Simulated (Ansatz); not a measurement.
Born–Oppenheimer molecular dynamics of CH7ClSi (10 atoms, charge 0, multiplicity 1). It starts at the highest image of a converged band. Of that band: Neighbouring images differ by up to 2.1 eV, so the band resolves the path poorly. A vibrational analysis at the climbing image gives one clearly imaginary mode, 659i cm⁻¹: a first-order saddle point.

All numbers below come from Ansatz, RHF/def2-SVP.

```yaml
ensemble: NVE (velocity Verlet)
time_step: 0.5 fs
steps_asked: 200
starting_velocities_drawn_for: 100 K
seed: 4298
```

First frame:

```xyz
10
Properties=species:S:1:pos:R:3
Si -0.178 0.119 0.037
C -0.003 -0.026 2.164
H -0.640 -0.031 3.053
H 0.528 -0.974 2.135
H 0.667 0.826 2.244
H 1.298 0.011 -0.052
H -0.549 1.463 -0.392
H -0.746 -1.089 -0.550
Cl -2.805 0.260 0.991
H -1.098 0.091 1.614
```

(1) How far do the bonds stretch over the last three quarters of this one trajectory? (Pairs bonded in most of those frames.)

Results:

(1) 
```tsv
bond	mean (Å)	spread (Å)	shortest	longest
Si1–H6	1.475	0.019	1.43	1.51
Si1–H7	1.473	0.011	1.45	1.49
Si1–H8	1.471	0.012	1.45	1.49
Si1–Cl9	2.287	0.285	1.85	2.68
C2–H3	1.093	0.016	1.06	1.12
C2–H4	1.089	0.011	1.07	1.11
C2–H5	1.088	0.012	1.07	1.11
C2–H10	1.099	0.025	1.06	1.17
```

Pairs bonded in part of these frames only: Si1–C2 19 %, Si1–Cl9 93 %, Si1–H10 12 %.

Mean temperature of the second half: 2808 K. The conserved energy stayed within 0.082 meV per atom of its start (net change 0.019 meV per atom), so the integration is sound. The kinetic energy rose, since the run started high on the potential surface and went downhill. It ends in pieces (CH4 + ClH3Si), so much of that is their flight and rotation, not heat. A run of 0.1 ps of so small a system gives no equilibrium averages. The orbitals stay closed-shell, which can raise the energy where a bond breaks towards radicals; this wasn't checked here.

Run time: 4.2 min on 1 thread of Arm Neoverse V1, with other jobs on the host, peak memory 0.17 GiB.
